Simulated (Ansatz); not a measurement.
# AlNH2 (triplet): RPA-PBE over vertical spin and charge gaps, 6-31G

Aim: run AlNH2 (triplet) with these functionals over vertical spin and charge gaps, and hold them against the top wave-function level at the same points.

Method: 6-31G, all electrons in the functionals, frozen cores in the correlation of double hybrids and RPA; program: Ansatz 0.2.0, Gaussian basis.

The runs, in order: RPA-PBE, at charge 0, triplet; charge 0, singlet; charge 0, quintet; charge 1, doublet; charge 1, quartet.

## 1. The geometry

The geometry is a PBE0/def2-TZVP stationary point (not a proven minimum).

4 atoms, charge 0, spin multiplicity 3.

Atoms are counted from 1 here; the program's logs count them from 0.

Bond lengths: Al1–N2 1.771 Å, N2–H3 1.007 Å, N2–H4 1.007 Å. Angles: Al1–N2–H3 124.1°, Al1–N2–H4 124.1°, H3–N2–H4 111.7°.

No dispersion term is added.

The geometry shown and the zero of energy belong to the point charge 0, triplet. The yardstick, FCI, and other wave-function levels (R restricted, U unrestricted, valence and pair active spaces) come from earlier runs.

## 2. RPA-PBE, charge 0, triplet

Input file in.yaml:

```yaml
crystal:
  periodic: [false, false, false]
  atoms:
    - {symbol: Al, position_ang: [0.000000, 0.000000, 0.686473]}
    - {symbol: N, position_ang: [0.000000, 0.000000, -1.084932]}
    - {symbol: H, position_ang: [0.000000, 0.833405, -1.649784]}
    - {symbol: H, position_ang: [0.000000, -0.833405, -1.649784]}
basis:
  gaussian: {orbitals: 6-31G}
magnetization: {spin_polarized: true, initial_magnetization: 2}
hamiltonian: {xc: {name: PBE}}
correlation: {method: rpa, electrons: outside_noble_gas}
```

The run is started by

```bash
> ansatz run in.yaml --threads 1 --pin off --events-out ev --progress --plain --max-ram 4096MiB --backend cpu
```

The runs that follow: RPA-PBE, charge 0, singlet; RPA-PBE, charge 0, quintet; RPA-PBE, charge 1, doublet; RPA-PBE, charge 1, quartet.

Q: Predict the results of all the runs planned. Wanted: triplet to singlet, FCI; triplet to quintet, FCI; ionisation to the doublet cation, FCI; ionisation to the quartet cation, FCI; largest miss, RPA-PBE.

**Answer**, as computed:

```
                             quantity                           value
              triplet to singlet, FCI                       -2.329 eV
              triplet to quintet, FCI                        4.140 eV
ionisation to the doublet cation, FCI                        5.534 eV
ionisation to the quartet cation, FCI                        9.280 eV
                largest miss, RPA-PBE  -0.191 eV (triplet to singlet)
```

What this shows: RPA-PBE strays by up to 0.191 eV, at triplet to singlet. Functionals and the yardstick converge differently with the basis, so part of each miss in 6-31G is the basis.
